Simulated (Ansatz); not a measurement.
# HAl–AlH, triplet in 6-31G: errors against full CI

Geometry: a point of a stretch scan, not a stationary point.

```yaml
atoms:
  - { symbol: Al, position_ang: [0.0000, 0.0000, 0.8234] }
  - { symbol: Al, position_ang: [0.0000, 0.0000, -1.4766] }
  - { symbol: H, position_ang: [0.0000, 0.0000, 3.7044] }
  - { symbol: H, position_ang: [0.0000, 0.0000, -3.0512] }
```

Basis 6-31G; Ansatz 0.2.0. Only valence electrons are correlated (noble-gas cores frozen), which leaves 8 electrons in 20 orbitals. Prefix R: restricted or restricted open-shell reference; prefix U: unrestricted. Active spaces: valence = (8e, 10o) chosen from the atoms' valence shells; pair = (4e, 4o) about the gap.

Full CI is exact within this basis and frozen core; it isn't the basis-set limit. The frozen core follows each run's orbitals, which can shift R against U totals by a few meV.

Unrestricted rows (U) aren't spin-pure: their determinants' ⟨S²⟩ exceeds S(S+1) by up to 0.88, so they mix in states of higher spin. Coupled cluster chose its determinant by a search with trial CCSD, here up to 0.92 eV above the lowest Hartree–Fock solution of its kind.

- UHF ⟨S²⟩: 2.883
- T1 diagnostic (RCCSD): 0.1033
- largest doubles amplitude (RCCSD): 0.330
- T1 diagnostic (UCCSD): 0.0440

```csv
level,E − E(full CI) (mEh),share of correlation (%),wall time
RHF†,104.35,–,–
UHF,77.11,44.23,–
UMP2,30.04,78.27,–
RCCSD,7.52,94.56,–
UCCSD,5.70,95.87,–
RCCSD(T),2.15,98.45,2.2 s
UCCSD(T),3.24,97.66,2.8 s
BCCD(T),3.04,97.80,2.3 s
RCCSDT,0.57,99.59,–
UCCSDT,0.51,99.63,–
RCCSDT(Q),0.09,99.93,5 s
UCCSDT(Q),0.16,99.88,6.5 s
CASSCF (pair space),71.94,47.97,–
NEVPT2 (pair space),25.03,81.90,0.78 s
MRCISD (pair space),6.02,95.64,–
MRCISD+Q (pair space),0.06,99.96,1.2 s
CASSCF (valence space),17.86,87.08,–
NEVPT2 (valence space),5.80,95.81,3.9 s
MRCISD (valence space),0.52,99.62,–
MRCISD+Q (valence space),0.18,99.87,6 s
```

A dagger marks rows that describe another state than the reference (another or a broken symmetry, a higher spin or other natural occupations), so the difference holds a gap between states beside the method's error.

The correlation energy at full CI, counted from the determinant under the R cluster runs, is -3.762 eV. That run took 62 s on 1 thread of Arm Neoverse V2, shared host over 5,840,512 determinants.

Run but not shown, since their state, orbitals or frozen core can't be matched to the reference's or they repeat it: RMP2, CISD, CISDTQ.

Times hold each run's SCF and search for its determinant on a shared host, so for small cases they say little of a method's own cost; they ran on 1 thread of Arm Neoverse V2.

The full-CI state has the irrep A2 of C2v, in the program's axes (one component, if the state is degenerate).

Natural occupations of full CI about the gap: 1.956 1.937 1.545 0.973 0.973 0.456 0.045 0.038 0.038 0.014; effectively unpaired electrons, Σ n²(2−n)², 3.03. No single determinant describes this state well, so single-reference rows can miss without a flag.
